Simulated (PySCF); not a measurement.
SiH₂, SMILES [SiH2] (connectivity only; charge and spin as stated), neutral, multiplicity 1. Coordinates come from a r2SCAN-D4/def2-TZVPD optimisation. The isomer is the one that the SMILES or the coordinates give; other isomers of the formula were not compared.

PySCF with TDDFT-PBE/def2-TZVPD puts the lowest singlet excitations at 2.31, 4.05, 5.94, 6.65, 7.13, 7.58 eV and the lowest triplet (TDA) at 1.08 eV.

### Question
What are the lowest singlet roots from EOM-CCSD/aug-cc-pVDZ run with PySCF 2.14.0? (An estimate is asked for; the answer gives what the named calculation found.)

### Answer
2.47, 4.59, 6.28, 6.53, 6.83, 7.55 eV; triplets 1.21, 4.09, 5.27 eV. S1 differs by 0.17 eV (second minus first; roots are paired by order, and the bases may differ).
